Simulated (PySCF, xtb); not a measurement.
isobutane (C₄H₁₀), SMILES CC(C)C.

GFN2-xTB (xtb 6.7.1) at its own geometry gives an orbital gap of 14.15 eV and a dipole moment of 0.04 D.

Geometry optimised at B3LYP-D3(BJ)/def2-SVP.

Q: What does M06-2X/def2-TZVP (PySCF) give? (Estimate from the structure and the level; the computed values follow.)

A: gap 12.01 eV (levels -10.26 and 1.74 eV), dipole 0.14 D.
